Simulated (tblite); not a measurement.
Compound: C₃H₇O₂S (doublet state).
SMILES with atom numbers: `[CH2:1][CH2:2][S:3]([CH3:4])(=[O:5])=[O:6]` (hydrogens: H7, H8 on C1; H9, H10 on C2; H11, H12, H13 on C4)

Computed geometry: GFN2-xTB, gas phase. This method treats the open shell by occupation alone, without spin polarisation.

Question: List the bond lengths, angles and torsions at this level.

Answer: 
```tsv
bond	length (Å)
C1–C2	1.410
C2–S3	1.956
S3–C4	1.841
S3=O5, S3=O6	1.439
C1–H7	1.074
C1–H8	1.073
C2–H9, C2–H10	1.085
C4–H11, C4–H12, C4–H13	1.081
```

Bonds in one row agree within 0.01 Å and their mean is given. A selection of angles:
```tsv
angle	degrees
C2–C1–H7	121.3
C2–C1–H8	120.5
H7–C1–H8	117.3
C1–C2–S3	111.5
C1–C2–H9	116.7
C1–C2–H10	115.7
S3–C2–H9	99.3
H9–C2–H10	112.2
C2–S3–C4	105.4
C2–S3–O5	107.8
C2–S3–O6	109.2
C4–S3–O5	108.1
O5–S3–O6	117.8
S3–C4–H11	107.3
H11–C4–H12	111.4
```

Torsions: C1–C2–S3–C4 -60° (synclinal). The mirror-image conformer, all signs reversed, is as good.

C1 (carbon bonded to C and 2 H) is almost planar (angles 121.3°, 120.5° and 117.3°, sum 359.1°, 0.06 Å off the plane of its three neighbours). The 2 C–S bonds span 1.841 Å (S3–C4, drawn single) to 1.956 Å (C2–S3, drawn single), a spread of 0.115 Å. S3 (sulfur bonded to 2 C and 2 O) is distorted tetrahedral (angles from 105.4° to 117.8°). Of the pairs four or more bonds apart, C1···H12 is among the closest relative to their van der Waals radii: 2.87 Å, 99 % of the sum of Bondi's values.

Point group: C1 (no symmetry element, even within 0.4 Å). GFN2-xTB frequencies show an imaginary mode (121i cm⁻¹), so the point is no minimum at that level. Torsions: H–C1–C2–S3 86° and -83°, C1–C2–S3–C4 -60°. 3 starts were optimised and ended at 0.00, 0.07 and 0.08 kcal/mol (GFN2-xTB); the lowest of these is shown.
